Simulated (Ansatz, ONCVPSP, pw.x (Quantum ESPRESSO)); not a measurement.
Si (diamond): variants of one ONCV potential in the solid

Si (Z = 14), optimised norm-conserving Vanderbilt (ONCV), made with ONCVPSP 4.0.1.1 (patched build) (PBE, scalar-relativistic). Core [Ne], reference 3s1 3p3. Waves: 3s: rc 1.70 bohr, ncon 3, nbas 6, qcut 4 1/bohr, 2 projectors, debl 2.7 Ha; 3p: rc 2.25 bohr, ncon 5, nbas 9, qcut 4.4 1/bohr, 2 projectors, debl 0.9 Ha; d scattering state at 0.1 Ha: rc 2.05 bohr, ncon 3, nbas 7, qcut 5.1 1/bohr, 3 projectors, debl 1.4 Ha. Local part: polynomial inside 1.25 bohr (lpopt 5, dvloc0 -1 Ha). Core correction: Teter function fitted to the true core (icmod 2), fcfact 0.2.

Crystal test: diamond Si in pw.x 7.5, no spin, 8³ k-points, Fermi–Dirac smearing 0.01 Ry, cutoffs set for each file from its atomic test. The reference is all-electron LAPW (Ansatz 0.2.0) with the same functional, mesh and smearing; V0 and B0 come from Birch–Murnaghan fits to the pressures at five volumes. Errors are pseudo minus all-electron; Δ is the rms difference of the E(V) curves that follow from these fits, minima aligned, over ±6 % about the mean V0. Mesh and smearing are coarse, so the numbers serve the comparison and aren't converged zero-temperature values; the lattice is a test structure that the element need not adopt.

All-electron: a0 = 5.469 Å (V0 = 20.45 Å³/atom), B0 = 88.5 GPa.

```tsv
change	cutoffs (Ry)	pw.x	a0 (Å)	a0 error (%)	B0 error (%)	Δ (meV/atom)	mean pressure error (GPa)
base	55/220	converged	5.460	-0.16	-0.0	2.0	-0.44
p: rc 2.14	55/220	converged	5.460	-0.17	-0.0	2.0	-0.44
p: rc 2.44	55/220	converged	5.461	-0.16	-0.0	1.9	-0.42
p: rc 2.74	55/220	converged	5.462	-0.14	+0.0	1.6	-0.37
p: rc 3.26	55/220	converged	5.465	-0.09	+0.1	1.1	-0.24
```

**Question.** Give the row for: p: rc 1.72.

**Answer.** pw.x: converged; mean pressure error (GPa): -0.25; a0 (Å): 5.464; a0 error (%): -0.09; B0 error (%): -0.5; Δ (meV/atom): 1.1.
